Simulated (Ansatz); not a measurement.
Antifluorite Mg₂Sn, treated with PBEsol+SOC in Ansatz (PAW).

Run with plane-wave cutoff 520 eV, 20×20×20 k mesh, Fermi–Dirac smearing 0.05 eV, PAW data made under PBE.

Cell (relaxed at this level):

```yaml
crystal:
  lattice:
    - [0.00000, 3.37254, 3.37254]
    - [3.37254, 0.00000, 3.37254]
    - [3.37254, 3.37254, 0.00000]
  atoms:
    - { symbol: Mg, position: [0.25000, 0.25000, 0.25000] }
    - { symbol: Mg, position: [0.75000, 0.75000, 0.75000] }
    - { symbol: Sn, position: [0.00000, 0.00000, 0.00000] }
```

**Question.** Give the computed elastic constant C12, Voigt–Reuss–Hill bulk modulus, elastic constant C11 and elastic constant C44.

**Answer.** 
elastic constant C12: 27.5 GPa
Voigt–Reuss–Hill bulk modulus: 43.4 GPa
elastic constant C11: 75.3 GPa
elastic constant C44: 31.5 GPa

Note: the solid has no gap at this level, which affects its response.

Elastic constants are with the ions relaxed.

Computed values are for the static lattice.

The result took around 3.0 core-hours (rough).

Ansatz is a first-principles code.
